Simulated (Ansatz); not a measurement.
Relaxation of C3H4FNO (10 atoms, charge 0, multiplicity 1), to a largest force component of 0.015 eV/Å in at most 40 steps.

Method: Ansatz, RKS BHLYP-D4/def2-SVP.

```xyz
10
Properties=species:S:1:pos:R:3
O -0.444 -1.723 -0.716
C 0.257 -0.803 0.083
F 1.330 -0.508 -0.667
C -0.445 0.441 0.352
C -1.659 0.856 -0.136
N -0.748 1.490 -0.728
H 0.203 -2.050 -1.323
H 0.605 -1.298 0.992
H -0.021 0.987 1.277
H -2.696 0.658 -0.007
```

Where does it end, and by what steps?

It converged. After 13 steps the energy has fallen by 0.628 eV; O1 moved furthest, 0.41 Å.

```csv
step,energy less start (eV),largest force component (eV/Å),accepted
0,0.0000,3.302,yes
1,-0.4411,1.244,yes
2,-0.5504,0.749,yes
3,-0.5784,0.512,yes
4,-0.5992,0.387,yes
5,-0.6078,0.448,yes
6,-0.6152,0.381,yes
7,-0.5712,1.050,no
8,-0.6234,0.106,yes
9,-0.6256,0.102,yes
10,-0.6269,0.072,yes
11,-0.6273,0.048,yes
12,-0.6276,0.029,yes
13,-0.6277,0.011,yes
```

```xyz
10
Properties=species:S:1:pos:R:3
O -0.366 -1.417 -0.974
C 0.325 -0.771 0.006
F 1.601 -0.502 -0.414
C -0.366 0.515 0.350
C -1.725 0.782 -0.043
N -0.906 1.359 -0.768
H 0.079 -2.235 -1.190
H 0.440 -1.389 0.908
H 0.096 1.047 1.181
H -2.796 0.663 0.072
```

Whether the end is a true minimum wasn't checked by a vibrational analysis.

The run took 41 s on 2 threads of Arm Neoverse V1 (shared host), peak memory 0.23 GiB.
